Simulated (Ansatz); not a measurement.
Relaxation of C$_{2}$H$_{6}$N (9 atoms, charge 0, multiplicity 2), to a largest force component of 0.03 eV/Å in at most 50 steps.

Method: UKS PBE0-D4/def2-SVPD in Ansatz 0.2.0.

```xyz
9
Properties=species:S:1:pos:R:3:forces:R:3
C -0.567 -0.193 0.347 -0.01 -0.04 0.06
N 0.023 -1.357 0.935 0.02 0.09 -0.01
C 0.298 0.519 -0.683 0.13 0.03 0.05
H -0.789 0.521 1.171 -0.02 -0.05 0.00
H -1.543 -0.470 -0.080 -0.03 -0.01 -0.02
H 1.007 -1.133 1.140 -0.03 -0.03 0.00
H -0.229 1.385 -1.107 0.00 0.00 -0.02
H 1.228 0.883 -0.216 -0.02 0.01 -0.06
H 0.573 -0.155 -1.505 -0.03 -0.01 -0.02
```

Task: Where does it end, and by what steps?

Result: It converged. After 2 steps the energy has fallen by 0.001 eV; H8 moved furthest, 0.02 Å.

```csv
step,energy less start (eV),largest force component (eV/Å),accepted
0,0.0000,0.128,yes
1,-0.0012,0.039,yes
2,-0.0014,0.013,yes
```

```xyz
9
Properties=species:S:1:pos:R:3
C -0.565 -0.193 0.349
N 0.024 -1.354 0.940
C 0.303 0.522 -0.682
H -0.801 0.513 1.174
H -1.537 -0.473 -0.088
H 1.005 -1.134 1.150
H -0.226 1.389 -1.102
H 1.240 0.882 -0.231
H 0.558 -0.153 -1.510
```

Time of the run: 8.2 s on 4 threads of Arm Neoverse N1 (shared host), peak memory 0.2 GiB.
